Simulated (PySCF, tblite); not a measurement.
# LiH2O+, an ion with solvent molecules: NMR shifts, interaction energy, infrared bands, spin-spin couplings and core binding energies

The task here is to estimate one member of a computed series from the others.

Computed with tblite 0.8.0 and PySCF 2.14.0; each step states its level. No surroundings beyond the atoms listed, unless a continuum is named. Atoms count from 0, parts from 1.

## The system as given

4 atoms, charge 1, multiplicity 1; geometry: rigid parts in contact. Parts: 1 = atom 0, `[Li+]`, charge 1; 2 = atoms 1–3, `O`, charge 0.

Set-up of the first run:

The job: settings as JSON, then the geometry in Å.

```
{"job": {"kind": "dock", "xc": "GFN2-xTB", "basis": "xTB"}, "charge": 1, "multiplicity": 1, "parts": [{"atoms": "0-0", "charge": 1, "multiplicity": 1}, {"atoms": "1-3", "charge": 0, "multiplicity": 1}]}
Li     0.000000     0.000000     0.000000
O     -1.916567    -1.273269    -0.262351
H     -2.222529    -1.870535    -0.947653
H     -2.508458    -1.372385     0.485891
```

Method: GFN2-xTB search for minima from random contacts, gas phase.

Started as:

```bash
> OMP_NUM_THREADS=1 python cluster_run.py task.json out
```

This one command runs all jobs of the session in turn.

Steps of the session up to this table: Search for minima with GFN2-xTB; Geometry optimisation at PBE0-D3(BJ)/def2-TZVPD; Nuclear shieldings: PBE0/pcSseg-2; Coupled-cluster interaction energy: CCSD(T) and MP2.

One table of the session follows, with a row left open; its other results are not shown here.

It belongs to the step «Coupled-cluster interaction energy: CCSD(T) and MP2». 

```
                 method  interaction energy (kcal/mol)
         HF/aug-cc-pVDZ                              ?
        MP2/aug-cc-pVDZ                         -32.12
       CCSD/aug-cc-pVDZ                         -32.36
    CCSD(T)/aug-cc-pVDZ                         -32.02
         HF/aug-cc-pVQZ                         -35.95
        MP2/aug-cc-pVQZ                         -33.46
    SCS-MP2/aug-cc-pVQZ                         -33.56
      MP2, extrapolated                         -33.57
CCSD(T), limit estimate                         -33.47
```

Q: Estimate the row for HF/aug-cc-pVDZ from the others.

**Answer.** interaction energy (kcal/mol): -34.88. In the column «interaction energy (kcal/mol)» it lies between HF/aug-cc-pVQZ (-35.95) and MP2, extrapolated (-33.57).
